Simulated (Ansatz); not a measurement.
hcp Zn

Computed with r²SCAN (Ansatz, an electronic-structure program, PAW).

Run with plane-wave cutoff 500 eV, 22×22×1 k mesh (along the axes of the cell as run), Fermi–Dirac smearing 0.1 eV, scalar-relativistic PAW data made under PBE.

Cell: relaxed at this level.

| Quantity | Value |
|---|---|
| surface energy of the (10-11) face | 0.89 J/m² |
| work function of the (10-11) face | 4.29 eV |

The slab of 12 atoms is relaxed and unreconstructed.

The computed numbers hold no vibrational or temperature effects.

Cost on a shared machine: roughly 4 core-hours.
